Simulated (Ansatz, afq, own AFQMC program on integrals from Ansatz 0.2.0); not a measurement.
## BH, singlet: AFQMC among the cluster methods

```tsv
atom	x (Å)	y (Å)	z (Å)
B	0.0000	0.0000	0.0000
H	0.0000	0.0000	1.5030
```

Basis cc-pVTZ. Only valence electrons are correlated. Ansatz 0.2.0 and our own AFQMC program on the same integrals; the CISD trial comes from CCSD amplitudes, and released means the phaseless constraint is let go. Free projection: walkers drawn from exp(T), propagated without any constraint. Its projection time is finite, and what remains of the start isn't in its error. Error bars are statistical, one sigma.

Determinant: RHF, the one that the program's search chose, which needn't be the lowest solution. The geometry is a point of a scan.

Full CI on the same integrals is exact in this basis and with this determinant's frozen core.

Cautions: restricted determinant unstable towards unrestricted (UHF 122 meV lower, ⟨S²⟩ 0.41).

* T1 diagnostic: 0.0157
* weight of the determinant in the CISD state: 0.906
* size of the correlated space: 4 electrons in 43 orbitals

| level | correlation energy (eV) |
| --- | --- |
| MP2 | -2.0395 |
| CCSD | -2.7773 |
| CCSD(T) | -2.8400 |

Estimate where full CI lies against CCSD(T) on the same integrals.

1.5 kJ/mol below CCSD(T).

Reference: full CI, correlation energy -2.856 eV. The released energy is read at 2.40 1/Eh (meV from the phaseless value at times in 1/Eh: -3.4 ± 2.2 at 0.24, -6.0 ± 1.8 at 0.51, -5.2 ± 1.2 at 0.99, -8.2 ± 1.4 at 1.62, -9.2 ± 1.5 at 2.40).

```tsv
level	E − E(reference) (kJ/mol)	share of correlation (%)
CCSD(T)	1.5	99.45
CCSDT	0.2	99.91
CCSDT(Q)	0.0	99.98
ph-AFQMC/HF	2.3 ± 1.5	99.18
ph-AFQMC/CISD	0.8 ± 0.2	99.72
released AFQMC	-0.1 ± 0.1	100.04
free AFQMC	-0.1 ± 0.1	100.03
```

CCSDT and higher add their correlation energy to the determinant of the CCSD(T) run, since their own runs factorise the integrals more tightly (a shift of under 2 meV). Free projections are given only where their last times agree within the noise and don't stop above the reference; a slow remainder of the start can still hide under it. A walk keeps the symmetry of its determinant, which the program's search chose and which needn't be the lowest solution, so a lower state of the same spin and another symmetry isn't excluded. Released energies are given only where the last usable release times agree within the noise; a slower fall can still hide under it.
